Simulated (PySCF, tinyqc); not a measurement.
CCSD on RHF in the sto-3g basis, for LiH, spin multiplicity 1, step by step. The lowest restricted solution is unstable here: a spin-polarised one lies 0.0012 hartree lower (PySCF). Computed by tinyqc, a small Python program that keeps every step (integrals from PySCF). Settings: charge = 0, multiplicity = 1, basis = sto-3g, method = RHF, energy threshold = 1e-10, iteration cap = 72, orthogonalisation = symmetric, start = Wolfsberg-Helmholz matrix, DIIS depth = 6, amplitude equations = CCSD, DIIS depth for amplitudes = 4, cap on updates = 87. Command: `OMP_NUM_THREADS=1 python tinyqc.py 30692 30693 out.jsonl` (the two numbers bound the seeds that draw the settings). One thread of a shared host (Intel(R) Xeon(R) Processor @ 2.60GHz), about 0.3 s of CPU time with the checks. The early iterations of the SCF are left out here.

## One-electron integrals

Geometry (angstrom):
```
atom       x       y       z
Li    0.0000  0.0000  0.0000
H     0.0000  0.0000  2.1100
```

Basis sto-3g: exponents (1/bohr^2) and contraction coefficients of normalised primitives:
```
element  l (shell)  exponent  coefficient
Li           s (1)   16.1196       0.1543
Li           s (1)    2.9362       0.5353
Li           s (1)    0.7947       0.4446
Li           s (2)    0.6363      -0.1000
Li           s (2)    0.1479       0.3995
Li           s (2)    0.0481       0.7001
Li           p (3)    0.6363       0.1559
Li           p (3)    0.1479       0.6077
Li           p (3)    0.0481       0.3920
H            s (1)    3.4253       0.1543
H            s (1)    0.6239       0.5353
H            s (1)    0.1689       0.4446
```

Overlap, kinetic and nuclear-attraction integrals over the contracted functions; the nuclear repulsion is the sum of Za Zb / Rab.

nuclear repulsion = 0.752385 hartree

overlap S, lower triangle:
```
         1Li 1s  1Li 2s  1Li 2px  1Li 2py  1Li 2pz   2H 1s
1Li 1s   1.0000
1Li 2s   0.2411  1.0000
1Li 2px  0.0000  0.0000   1.0000
1Li 2py  0.0000  0.0000   0.0000   1.0000
1Li 2pz  0.0000  0.0000   0.0000   0.0000   1.0000
2H 1s    0.0215  0.2742   0.0000   0.0000   0.3937  1.0000
```

kinetic energy T (hartree), lower triangle:
```
          1Li 1s  1Li 2s  1Li 2px  1Li 2py  1Li 2pz   2H 1s
1Li 1s    3.5768
1Li 2s   -0.0202  0.1022
1Li 2px   0.0000  0.0000   0.3197
1Li 2py   0.0000  0.0000   0.0000   0.3197
1Li 2pz   0.0000  0.0000   0.0000   0.0000   0.3197
2H 1s    -0.0079  0.0150   0.0000   0.0000   0.0602  0.7600
```

nuclear attraction V (hartree), lower triangle:
```
          1Li 1s   1Li 2s  1Li 2px  1Li 2py  1Li 2pz    2H 1s
1Li 1s   -8.2337
1Li 2s   -1.0248  -1.4463
1Li 2px   0.0000   0.0000  -1.4131
1Li 2py   0.0000   0.0000   0.0000  -1.4131
1Li 2pz  -0.0093  -0.0928   0.0000   0.0000  -1.4841
2H 1s    -0.0879  -0.4398   0.0000   0.0000  -0.6384  -1.9788
```

core Hamiltonian H = T + V (hartree), lower triangle:
```
          1Li 1s   1Li 2s  1Li 2px  1Li 2py  1Li 2pz    2H 1s
1Li 1s   -4.6569
1Li 2s   -1.0451  -1.3442
1Li 2px   0.0000   0.0000  -1.0934
1Li 2py   0.0000   0.0000   0.0000  -1.0934
1Li 2pz  -0.0093  -0.0928   0.0000   0.0000  -1.1644
2H 1s    -0.0958  -0.4248   0.0000   0.0000  -0.5782  -1.2188
```

## Two-electron integrals

Functions are numbered as in S; the eight-fold symmetry (ij|kl) = (ji|kl) = (kl|ij) leaves the list below.

Two-electron integrals (ij|kl) in chemists' order, unique and non-zero (hartree):
```
(11|11) 1.6804     (21|11) 0.2654     (21|21) 0.0499     (22|11) 0.3977
(22|21) 0.0929     (22|22) 0.2906     (31|31) 0.0090     (32|31) 0.0138
(32|32) 0.0642     (33|11) 0.3966     (33|21) 0.0929     (33|22) 0.2905
(33|33) 0.3129     (41|41) 0.0090     (42|41) 0.0138     (42|42) 0.0642
(43|43) 0.0169     (44|11) 0.3966     (44|21) 0.0929     (44|22) 0.2905
(44|33) 0.2792     (44|44) 0.3129     (51|51) 0.0090     (52|51) 0.0138
(52|52) 0.0642     (53|53) 0.0169     (54|54) 0.0169     (55|11) 0.3966
(55|21) 0.0929     (55|22) 0.2905     (55|33) 0.2792     (55|44) 0.2792
(55|55) 0.3129     (61|11) 0.0225     (61|21) 0.0043     (61|22) 0.0082
(61|33) 0.0081     (61|44) 0.0081     (61|51) 0.0006     (61|52) 0.0011
(61|55) 0.0084     (61|61) 4.08e-04   (62|11) 0.0852     (62|21) 0.0203
(62|22) 0.0715     (62|33) 0.0674     (62|44) 0.0674     (62|51) 0.0031
(62|52) 0.0225     (62|55) 0.0797     (62|61) 0.0021     (62|62) 0.0343
(63|31) 0.0012     (63|32) 0.0066     (63|53) 0.0030     (63|63) 0.0019
(64|41) 0.0012     (64|42) 0.0066     (64|54) 0.0030     (64|64) 0.0019
(65|11) 0.1157     (65|21) 0.0277     (65|22) 0.1006     (65|33) 0.0937
(65|44) 0.0937     (65|51) 0.0048     (65|52) 0.0347     (65|55) 0.1143
(65|61) 0.0030     (65|62) 0.0518     (65|65) 0.0788     (66|11) 0.2507
(66|21) 0.0604     (66|22) 0.2353     (66|33) 0.2153     (66|44) 0.2153
(66|51) 0.0092     (66|52) 0.0858     (66|55) 0.2750     (66|61) 0.0064
(66|62) 0.1478     (66|65) 0.2295     (66|66) 0.7746
```

## Orthogonalisation

S = U s U^T; symmetric (Loewdin) form X = U s^(-1/2) U^T, so that X^T S X = 1.

eigenvalues of S: 0.5035  0.8046  1.0000  1.0000  1.1823  1.5096

X, lower triangle:
```
          1Li 1s   1Li 2s  1Li 2px  1Li 2py  1Li 2pz   2H 1s
1Li 1s    1.0234
1Li 2s   -0.1298   1.0589
1Li 2px   0.0000   0.0000   1.0000
1Li 2py   0.0000   0.0000   0.0000   1.0000
1Li 2pz  -0.0065   0.0504   0.0000   0.0000   1.0703
2H 1s     0.0182  -0.1654   0.0000   0.0000  -0.2319  1.1051
```

## Starting guess

The start is the generalised Wolfsberg-Helmholz matrix (K = 1.75) built on H; D = 2 C_occ C_occ^T.

D at the start, lower triangle:
```
          1Li 1s  1Li 2s  1Li 2px  1Li 2py  1Li 2pz   2H 1s
1Li 1s    1.9748
1Li 2s    0.0289  0.1716
1Li 2px   0.0000  0.0000   0.0000
1Li 2py   0.0000  0.0000   0.0000   0.0000
1Li 2pz  -0.0877  0.2687   0.0000   0.0000   0.4298
2H 1s    -0.1334  0.3583   0.0000   0.0000   0.5741  0.7669
```

## Iteration 9 (converged): orbitals

converged F (hartree), lower triangle:
```
          1Li 1s   1Li 2s  1Li 2px  1Li 2py  1Li 2pz    2H 1s
1Li 1s   -2.3624
1Li 2s   -0.6424  -0.2103
1Li 2px   0.0000   0.0000   0.1610
1Li 2py   0.0000   0.0000   0.0000   0.1610
1Li 2pz   0.0142  -0.0666   0.0000   0.0000   0.0518
2H 1s    -0.0593  -0.2023   0.0000   0.0000  -0.1970  -0.0834
```

Diagonalise F' = X^T F X, C = X C', fill 2 alpha and 2 beta electrons from the bottom; D = 2 C_occ C_occ^T. Each column has its largest component positive (the first on a tie).

F' = X^T F X (hartree), lower triangle:
```
         1        2       3       4        5       6
1  -2.3089
2  -0.3608  -0.0369
3   0.0000   0.0000  0.1610
4   0.0000   0.0000  0.0000  0.1610
5   0.0118   0.0040  0.0000  0.0000   0.1496
6   0.0195  -0.2038  0.0000  0.0000  -0.2398  0.0656
```

orbital energies (hartree): MO1 -2.3649, MO2 -0.2406, MO3 0.0716, MO4 0.1610, MO5 0.1610, MO6 0.4034

coefficients C:
```
             MO1      MO2      MO3     MO4      MO5      MO6
1Li 1s    0.9915  -0.1496  -0.2150  0.0000   0.0000   0.1142
1Li 2s    0.0333   0.4964   0.7989  0.0000   0.0000  -0.5313
1Li 2px   0.0000   0.0000   0.0000  0.8602  -0.5100   0.0000
1Li 2py   0.0000   0.0000   0.0000  0.5100   0.8602   0.0000
1Li 2pz  -0.0045   0.3273  -0.5930  0.0000   0.0000  -0.8620
2H 1s    -0.0014   0.5917  -0.1978  0.0000   0.0000   0.9557
```

D after iteration 9, lower triangle:
```
          1Li 1s  1Li 2s  1Li 2px  1Li 2py  1Li 2pz   2H 1s
1Li 1s    2.0108
1Li 2s   -0.0824  0.4950
1Li 2px   0.0000  0.0000   0.0000
1Li 2py   0.0000  0.0000   0.0000   0.0000
1Li 2pz  -0.1068  0.3246   0.0000   0.0000   0.2143
2H 1s    -0.1798  0.5874   0.0000   0.0000   0.3873  0.7003
```

Within a degenerate level the vectors are fixed only up to a rotation; this is one choice.

## Convergence

Stop when the energy changes by less than 1e-10 hartree and every element of the error matrix X^T (F D S - S D F) X is below 3e-06.

Course of the cycle:
```
iteration  E (hartree)     change  largest element of the error matrix
1            -7.802543          -                             4.17e-02
2            -7.813151  -1.06e-02                             2.55e-02
3            -7.817733  -4.58e-03                             1.08e-02
4            -7.818615  -8.82e-04                             1.04e-03
5            -7.818617  -2.34e-06                             1.69e-04
6            -7.818617  -5.18e-08                             7.64e-05
7            -7.818617  -1.16e-08                             9.22e-06
8            -7.818617  -1.60e-10                             3.44e-08
9            -7.818617     0.0000                             6.11e-09
```

PySCF RHF in the same basis = -7.818617 hartree

Converged in 9 iterations.

## Populations, bond orders and dipole

Mulliken: Z minus the diagonal of D S on the atom; Loewdin: the same with S^(1/2) D S^(1/2); Mayer order: 2 sum_s sum (D(s) S)_ij (D(s) S)_ji over the two atoms.

Charges (e):
```
atom  Mulliken  Loewdin
1Li     0.0100   0.0080
2H     -0.0100  -0.0080
```

Mayer bond orders:
```
pair   order
2-1   0.9999
```

dipole moment about the origin, x y z (debye): 0.0000  0.0000  -5.0512

## Integrals over molecular orbitals

(pq|rs) = sum C_ip C_jq C_kr C_ls (ij|kl), one index at a time.

one-electron integrals over orbitals h = C^T H C (hartree), lower triangle:
```
         1        2        3        4        5        6
1  -4.6479
2   0.0958  -1.3175
3   0.1619   0.0157  -1.0954
4   0.0000   0.0000   0.0000  -1.0934
5   0.0000   0.0000   0.0000   0.0000  -1.0934
6  -0.0522   0.0386   0.0208   0.0000   0.0000  -1.0117
```

Two-electron integrals over orbitals (pq|rs), unique and non-zero (hartree):
```
(11|11) 1.6592      (21|11) -0.0987     (21|21) 0.0102      (22|11) 0.3170
(22|21) 0.0029      (22|22) 0.4531      (31|11) -0.1416     (31|21) 0.0106
(31|22) -0.0114     (31|31) 0.0220      (32|11) 0.0269      (32|21) -0.0026
(32|22) -0.0588     (32|31) -1.87e-04   (32|32) 0.0208      (33|11) 0.3915
(33|21) -0.0089     (33|22) 0.2134      (33|31) 0.0010      (33|32) 0.0141
(33|33) 0.3292      (41|41) 0.0098      (42|41) 0.0073      (42|42) 0.0213
(43|41) 0.0104      (43|42) 0.0202      (43|43) 0.0414      (44|11) 0.3963
(44|21) -0.0036     (44|22) 0.2464      (44|31) -0.0051     (44|32) 0.0131
(44|33) 0.2798      (44|44) 0.3129      (51|51) 0.0098      (52|51) 0.0073
(52|52) 0.0213      (53|51) 0.0104      (53|52) 0.0202      (53|53) 0.0414
(54|54) 0.0169      (55|11) 0.3963      (55|21) -0.0036     (55|22) 0.2464
(55|31) -0.0051     (55|32) 0.0131      (55|33) 0.2798      (55|44) 0.2792
(55|55) 0.3129      (61|11) 0.0687      (61|21) -0.0092     (61|22) -0.0075
(61|31) -0.0044     (61|32) 0.0027      (61|33) 0.0118      (61|44) 0.0016
(61|55) 0.0016      (61|61) 0.0108      (62|11) -0.0783     (62|21) 0.0016
(62|22) 0.1087      (62|31) 0.0040      (62|32) -0.0437     (62|33) -0.0186
(62|44) -0.0360     (62|55) -0.0360     (62|61) 0.0008      (62|62) 0.1303
(63|11) 0.0229      (63|21) -0.0023     (63|22) -0.0574     (63|31) 0.0040
(63|32) 0.0169      (63|33) 0.0366      (63|44) 0.0077      (63|55) 0.0077
(63|61) 0.0044      (63|62) -0.0388     (63|63) 0.0308      (64|41) -0.0059
(64|42) -0.0185     (64|43) -0.0121     (64|64) 0.0193      (65|51) -0.0059
(65|52) -0.0185     (65|53) -0.0121     (65|65) 0.0193      (66|11) 0.3531
(66|21) 0.0009      (66|22) 0.4250      (66|31) -0.0108     (66|32) -0.0489
(66|33) 0.2387      (66|44) 0.2590      (66|55) 0.2590      (66|61) -0.0051
(66|62) 0.1003      (66|63) -0.0464     (66|66) 0.4213
```

## CCSD: starting amplitudes

t_ij^ab = <ij||ab> / (e_i + e_j - e_a - e_b), whose energy is MP2.

Starting amplitudes (spin orbitals 1a, 1b, ...; amplitudes related by a flip of all spins are not repeated):
```
from      to          t
2a 2b  6a 6b    -0.1012
2a 2b  3a 6b     0.0457
2a 2b  3a 3b    -0.0333
2a 2b  4a 4b    -0.0265
2a 2b  5a 5b    -0.0265
1a 1b  3a 3b    -0.0045
1a 2b  4a 4b    -0.0025
1a 2b  5a 5b    -0.0025
1a 1b  6a 6b    -0.0020
1a 1b  4a 4b    -0.0019
1a 1b  5a 5b    -0.0019
1a 2b  3a 6b    -0.0013
1a 2b  3b 6a     0.0009
1a 1b  3a 6b     0.0009
1a 2a  3a 6a  -4.22e-04
1a 2b  6a 6b  -2.49e-04
1a 2b  3a 3b   6.79e-05
```

correlation energy = -0.019263 hartree

## CCSD: amplitude update 1

t_i^a D_i^a and t_ij^ab D_ij^ab are set to the remaining terms of the spin-orbital equations, evaluated with the old amplitudes; for the doubles these are <ij||ab> + 1/2 <ab||ef> t_ij^ef + 1/2 <mn||ij> t_mn^ab + P(ij)P(ab) <mb||ej> t_im^ae + terms in t^2 + terms with t1, D the orbital-energy denominators.

Amplitudes after update 1 (spin orbitals 1a, 1b, ...; amplitudes related by a flip of all spins are not repeated):
```
from      to          t
2a 2b  6a 6b    -0.1442
2a 2b  3a 6b     0.0698
2a 2b  3a 3b    -0.0411
2a 2b  4a 4b    -0.0255
2a 2b  5a 5b    -0.0255
2a        3a     0.0148
1a 1b  3a 3b    -0.0040
1a 2b  4a 4b    -0.0029
1a 2b  5a 5b    -0.0029
1a 1b  4a 4b    -0.0018
1a 1b  5a 5b    -0.0018
1a 2b  3a 6b    -0.0015
1a 1b  6a 6b    -0.0015
1a 2b  3b 6a     0.0011
1a 1b  3a 6b     0.0006
1a        3a   4.54e-04
1a 2b  6a 6b  -3.80e-04
1a 2a  3a 6a  -3.33e-04
1a        6a  -2.58e-04
1a 2b  3a 3b   1.59e-04
2a        6a   8.96e-05
```

correlation energy = -0.027077 hartree

## CCSD: amplitude update 2

As before.

Amplitudes after update 2 (spin orbitals 1a, 1b, ...; amplitudes related by a flip of all spins are not repeated):
```
from      to          t
2a 2b  6a 6b    -0.1614
2a 2b  3a 6b     0.0826
2a 2b  3a 3b    -0.0509
2a        3a     0.0266
2a 2b  5a 5b    -0.0237
2a 2b  4a 4b    -0.0237
1a 1b  3a 3b    -0.0040
1a 2b  4a 4b    -0.0030
1a 2b  5a 5b    -0.0030
1a 1b  4a 4b    -0.0018
1a 1b  5a 5b    -0.0018
2a        6a     0.0016
1a 2b  3a 6b    -0.0015
1a 1b  6a 6b    -0.0015
1a 2b  3b 6a     0.0014
1a 1b  3a 6b     0.0006
1a        3a   4.54e-04
1a 2b  6a 6b  -4.18e-04
1a        6a  -3.51e-04
1a 2a  3a 6a  -1.71e-04
1a 2b  3a 3b   1.14e-04
```

correlation energy = -0.030565 hartree

## CCSD: convergence

E_corr = 1/4 sum <ij||ab> t_ij^ab + 1/2 sum <ij||ab> t_i^a t_j^b; stop when the norm of the change is below 1e-8.

Course of the amplitude iterations:
```
update  correlation energy (hartree)  norm of the change
0                          -0.019263                   -
1                          -0.027077            1.13e-01
2                          -0.030565            5.64e-02
3                          -0.033703            3.20e-02
4                          -0.033942            1.32e-02
5                          -0.034026            2.31e-03
6                          -0.034048            6.30e-04
7                          -0.034050            9.82e-05
8                          -0.034049            1.66e-05
9                          -0.034049            4.37e-06
10                         -0.034049            1.79e-06
11                         -0.034049            8.82e-07
12                         -0.034049            1.96e-07
13                         -0.034049            2.16e-08
14                         -0.034049            5.10e-09
```

Converged amplitudes (spin orbitals 1a, 1b, ...; amplitudes related by a flip of all spins are not repeated):
```
from      to          t
2a 2b  6a 6b    -0.1677
2a 2b  3a 6b     0.1074
2a 2b  3a 3b    -0.0804
2a        3a     0.0696
2a 2b  5a 5b    -0.0217
2a 2b  4a 4b    -0.0217
2a        6a     0.0083
1a 1b  3a 3b    -0.0037
1a 2b  4a 4b    -0.0033
1a 2b  5a 5b    -0.0033
1a 2b  3b 6a     0.0020
1a 1b  4a 4b    -0.0018
1a 1b  5a 5b    -0.0018
1a 2b  3a 6b    -0.0017
1a 1b  6a 6b    -0.0015
1a        6a    -0.0006
1a 2b  6a 6b    -0.0006
1a 1b  3a 6b   4.00e-04
1a 2a  3a 6a   2.70e-04
1a        3a   2.35e-04
1a 2b  3a 3b  -3.68e-05
```

CCSD total energy = -7.852666 hartree

T1 diagnostic, norm of the one-spin t1 over sqrt(correlated electrons) = 0.0351

Converged in 14 updates, with DIIS from the third.
